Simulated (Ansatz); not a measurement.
I need a single point in a Gaussian basis of C₄H₃ClN (charge -1), SMILES Clc1ccc[n-]1. Use Ansatz 0.2.0, Python API. Settings: PBE, def2-SVP basis, multiplicity 1.

```xyz
9

Cl    2.8307   -0.5505    0.0632
C     1.0913   -0.3536    0.0211
C     0.4500    0.8553    0.0320
C    -0.9035    0.5572   -0.0113
C    -0.9862   -0.8161   -0.0455
N     0.2300   -1.3666   -0.0256
H     0.9058    1.8316    0.0669
H    -1.7272    1.2544   -0.0172
H    -1.8910   -1.4116   -0.0836
```

Script `energy_c4h3cln.py`:
```python
"""Single point of C4H3ClN(-)."""

from dataclasses import dataclass

import ansatz as az
import numpy as np
import pandas as pd


@dataclass
class Settings:
    basis: str = "def2-SVP"
    functional: str = "pbe"
    net_charge: int = -1


opts = Settings()

GEOMETRY = """
Cl    2.83070   -0.55050    0.06320
C     1.09130   -0.35360    0.02110
C     0.45000    0.85530    0.03200
C    -0.90350    0.55720   -0.01130
C    -0.98620   -0.81610   -0.04550
N     0.23000   -1.36660   -0.02560
H     0.90580    1.83160    0.06690
H    -1.72720    1.25440   -0.01720
H    -1.89100   -1.41160   -0.08360
"""

geometry = az.Crystal.molecule()
for line in GEOMETRY.strip().splitlines():
    symbol, *xyz = line.split()
    geometry = geometry.atom(symbol, [float(v) for v in xyz])

calculation = (
    geometry.calculation()
    .basis(gaussian=opts.basis)
    .functional(opts.functional)
    .charge(opts.net_charge)
    .forces()
)
summary = calculation.session().plan(threads=1).execute().report

print(f"E = {summary['free_energy_ev']:.6f} eV = {summary['free_energy_ev'] / 27.211386246:.7f} Ha")
print("converged:", summary["converged"], " doubts:", summary["published_state_doubts"] or "none")

symbols = [site.symbol for site in geometry.cartesian_sites]
print("forces (eV/A)")
for symbol, f in zip(symbols, summary["forces_ev_ang"]):
    print(f"  {symbol:2s} {f[0]:9.4f} {f[1]:9.4f} {f[2]:9.4f}")

charges = summary["charge_distribution"]
table = pd.DataFrame({"atom": symbols, "mulliken": charges["mulliken_charges_e"], "lowdin": charges["lowdin_charges_e"]})
print(table.round(3).to_string())
print("dipole (e A):", np.round(charges["dipole_moment_e_ang"], 4) + 0.0)
```

```console
$ python energy_c4h3cln.py
E = -18189.279995 eV = -668.4437107 Ha
converged: True  doubts: none
forces (eV/A)
  Cl    0.6745   -0.2722    0.0118
  C     0.0642   -0.7706   -0.0162
  C     0.6331    1.9730    0.0628
  C    -1.2216    0.9385   -0.0111
  C    -0.5943   -0.4100   -0.0251
  N     1.2548   -2.3044   -0.0201
  H     0.3548    0.7545    0.0271
  H    -0.6065    0.6179   -0.0019
  H    -0.5589   -0.5267   -0.0273
  atom  mulliken  lowdin
0   Cl    -0.252   0.104
1    C    -0.030  -0.439
2    C    -0.057  -0.175
3    C    -0.047  -0.162
4    C    -0.045  -0.215
5    N    -0.182  -0.005
6    H    -0.134  -0.030
7    H    -0.132  -0.031
8    H    -0.122  -0.047
dipole (e A): [0.3344 0.2294 0.0143]
```

Total energies depend on the basis set; only differences at equal settings carry meaning. The geometry is a force-field or estimated start, not a minimum of this method, and the basis set is short of its limit. The Löwdin charges here are taken after orthogonalising the functions within each atom; they differ from plain Löwdin charges, and their signs can be unphysical. An ion's dipole depends on the origin; the program takes it about the centre of nuclear charge. Anions want diffuse functions, which this basis lacks. The whole script took 3.3 s on 1 thread of Arm Neoverse V2 (shared host), peak memory 0.24 GiB.
